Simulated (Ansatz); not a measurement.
```yaml
crystal:
  periodic: [false, false, false]
  atoms:
    - {symbol: O, position_ang: [-0.572578, 0.755949, -0.187703]}
    - {symbol: Si, position_ang: [0.290991, 0.042491, 1.006305]}
    - {symbol: F, position_ang: [0.923996, -1.232256, 0.232598]}
    - {symbol: H, position_ang: [-0.586909, 0.373516, -1.071499]}
basis:
  gaussian: {orbitals: aug-cc-pVTZ, nuclear_model: gaussian}
hamiltonian: {xc: {name: CCSD(T)}}
```

```sh
$ ansatz run in.yaml --threads 2 --pin off --events-out ev --progress --plain --max-ram 32768MiB --backend cpu
```

Shortened log:

```
Error: YAML parse error: error: line 10 column 19: hamiltonian.xc: no functional is named "CCSD(T)"; the names, which are not case-sensitive, are SVWN5, SPW92, PBE, PBE0, PBEsol, revPBE, revPBE0, RPBE, rPW86-PBE, HSE06, wPBEh, LC-wPBE, HISS, HF, BLYP, B3LYP, B3LYP5, BHLYP, CAM-B3LYP, r2SCAN, r2SCANh, r2SCAN0, r2SCAN50, m-r2SCAN, B97, wB97, wB97X, wB97X-V, B97M-V, wB97M-V, B2PLYP, B2GP-PLYP, PBE0-DH, PBE-QIDH
 8 | basis:
 9 |   gaussian: {orbitals: aug-cc-pVTZ, nuclear_model: gaussian}
10 | hamiltonian: {xc: {name: CCSD(T)}}
```

(1) What is wrong with this run?

Answers

(1) The method's name isn't one that the program takes here. The input was rejected before any iteration.

HSE06 is defined as in plane-wave codes.
